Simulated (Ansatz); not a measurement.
A nudged elastic band was laid between two geometries of AlClH$_{2}$O (5 atoms, charge 0, multiplicity 1).

Method: Ansatz, RHF/def2-SVP.

```yaml
movable_images: 5
climbing_image: yes
spring: 5.0 eV/Å²
optimiser: quadratic models (default)
start_path: through a guess of the saddle point
force_threshold: 0.05 eV/Å
iteration_limit: 60
end_points: relaxed
```

Image 0:

```xyz
5
Properties=species:S:1:pos:R:3
Al -0.199 -0.345 0.194
O 0.581 0.977 -0.477
H -1.113 -1.310 -0.626
Cl 0.099 -0.682 2.242
H 0.632 1.360 -1.333
```

Image 6:

```xyz
5
Properties=species:S:1:pos:R:3
Al -0.640 -1.203 0.932
O -0.123 0.113 -0.748
H -0.374 0.082 -1.662
Cl 0.673 0.164 2.071
H 0.464 0.845 -0.593
```

Question: What changes between the two ends?

Answer: Bonds broken: Al1–H3. Bonds formed: O2–H3.

Question: What energy profile does the band end with?

Answer: It converged. The highest image is number 3 of 0 to 6, 89.6 kcal/mol above the first end and 53.0 kcal/mol above the last; the last end lies 36.6 kcal/mol above the first. Neighbouring images differ by up to 1.8 eV, so the band resolves the path poorly. A vibrational analysis at the climbing image gives one clearly imaginary mode, 1983i cm⁻¹: a first-order saddle point. The orbitals stay closed-shell, which can raise the energy where a bond breaks towards radicals; this wasn't checked here.

| image | path coordinate (Å) | energy (kcal/mol) | Al1–H3 (Å) | O2–H3 (Å) |
| --- | --- | --- | --- | --- |
| 0 | 0.00 | 0.0 | 1.56 | 2.85 |
| 1 | 0.51 | 12.4 | 1.55 | 2.41 |
| 2 | 1.02 | 49.6 | 1.58 | 1.87 |
| 3 | 1.53 | 89.6 | 1.71 | 1.33 |
| 4 | 2.12 | 49.1 | 2.19 | 0.96 |
| 5 | 2.70 | 38.7 | 2.71 | 0.95 |
| 6 | 3.29 | 36.6 | 2.91 | 0.95 |

Question: What is the geometry of the highest image?

Answer: 
```xyz
5
Properties=species:S:1:pos:R:3
Al -0.261 -0.803 0.462
O 0.134 0.496 -0.710
H -0.472 -0.574 -1.219
Cl 0.207 -0.472 2.505
H 0.391 1.352 -1.038
```

The band took 13 iterations and of the order of 30 core-seconds.

Time of the run: 30 s on 1 thread of Intel(R) Xeon(R) Platinum 8488C (Sapphire Rapids), on a shared host, peak memory 0.12 GiB.
